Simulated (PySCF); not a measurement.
Which proton of dimethyl sulfone is most acidic?

Parent: dimethyl sulfone, `CS(C)(=O)=O` (C2H6O2S). Optimised structure (Å), atoms numbered from 1:
```
C     1.2919    0.6450    0.0676
S     0.1132   -0.5572   -0.5225
C    -1.3866   -0.1693    0.3623
O     0.5627   -1.8800   -0.0818
O    -0.1214   -0.2973   -1.9453
H     0.9441    1.6545   -0.1865
H     2.2284    0.4227   -0.4616
H     1.4306    0.5209    1.1492
H    -2.1246   -0.9094    0.0249
H    -1.7176    0.8433    0.0986
H    -1.2122   -0.2750    1.4408
```

Energies: ωB97X-D3(BJ)/ma-def2-TZVP (PySCF, density fitting, integration grid level 2) on PBE0-D3(BJ)/ma-def2-SVP structures. The prefix ma- adds one diffuse s and one diffuse p function on all atoms but H. Zero-point and thermal terms (298.15 K, 1 bar) come from unscaled PBE0-D3(BJ)/ma-def2-SVP harmonic frequencies, with soft modes damped to free rotors in the entropy.

| site | product | ΔH(acid) / kcal/mol | ΔG(acid) / kcal/mol |
| --- | --- | --- | --- |
| C1 (methyl carbon) | `[CH2-]S(C)(=O)=O` | 371.2 | 363.1 |

ΔH and ΔG refer to AH → A⁻ + H⁺ in the gas phase. Sites whose products fell apart, merged with another or lost in a GFN2-xTB screen aren't listed.

In DMF the product from C1 is solvated 47.9 kcal/mol more strongly than the parent (electrostatics only).

Measured values (NIST Chemistry WebBook, evaluated or the median of agreeing entries): deprotonation enthalpy (ΔH) 1532 kJ/mol (computed 1553, difference 21); gas-phase acidity (ΔG) 1500 kJ/mol (computed 1519, difference 19).

Hardware: 1 thread of Arm Neoverse V2, shared with other jobs. Command: `OMP_NUM_THREADS=1 python redox_run.py task.json out`. Structures, frequencies and single points: 7 min.
